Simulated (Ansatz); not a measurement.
# HF, singlet: the ladder up to full CI

Geometry: a PBE0/def2-TZVP stationary point for this spin.

```xyz
2

F     0.0000    0.0000    0.0000
H     0.0000    0.0000    0.9200
```

Basis cc-pVDZ; Ansatz 0.2.0. Only valence electrons are correlated (noble-gas cores frozen), which leaves 8 electrons in 18 orbitals. Prefix R: restricted or restricted open-shell reference. Active spaces: valence = (8e, 5o) chosen from the atoms' valence shells.

Full CI is exact within this basis and frozen core; it isn't the basis-set limit.

The UHF ⟨S²⟩ is 0.000. The T1 diagnostic (RCCSD) is 0.0056. The largest doubles amplitude (RCCSD) is 0.047.

Problem. From what is known of these methods and the diagnostics, rank them by the size of their error in total energy against full CI in cc-pVDZ, smallest first (an estimate: the text doesn't fix the numbers).
A. CASSCF (valence space)
B. RHF
C. CISD
D. RCCSD(T)
E. RCCSDT(Q)

Solution. E (0.01 mEh), D (0.50 mEh), C (8.86 mEh), A (184.72 mEh), B (209.36 mEh).

All errors are against full CI in cc-pVDZ. Below it: RCCSDT(Q). Within each family the higher level lies nearer, as is usual though not guaranteed.

The full-CI state has the irrep A1 of C2v, in the program's axes (one component, if the state is degenerate).

Natural occupations of full CI about the gap: 1.989 1.978 1.978 1.967 0.027 0.015 0.015 0.009 0.004 0.004; effectively unpaired electrons, Σ n²(2−n)², 0.01.

Atomization energy (electronic, same basis, no zero-point term; atoms at the same level, unrestricted beside the R rows where the molecule is a closed shell, with restricted open-shell steps beyond CCSDT(Q)) at full CI: 529.3 kJ/mol. Errors of other levels:

| level | error (kJ/mol) |
| --- | --- |
| RHF | -149.2 |
| RMP2 | 11.3 |
| CISD | -12.4 |
| RCCSD | -3.5 |
| RCCSD(T) | -0.8 |
| BCCD(T) | -0.7 |
| RCCSDT | -0.8 |
| CISDTQ | -0.3 |
| RCCSDT(Q) | 0.0 |
| RCCSDTQ | 0.0 |
| CASSCF (valence space) | -75.7 |
| NEVPT2 (valence space) | 18.8 |
| MRCISD (valence space) | -6.5 |
| MRCISD+Q (valence space) | -2.2 |

This basis is far from its limit, so the value isn't to be set against a measured one. Truncated CI isn't size-consistent, which counts against it in atomization.
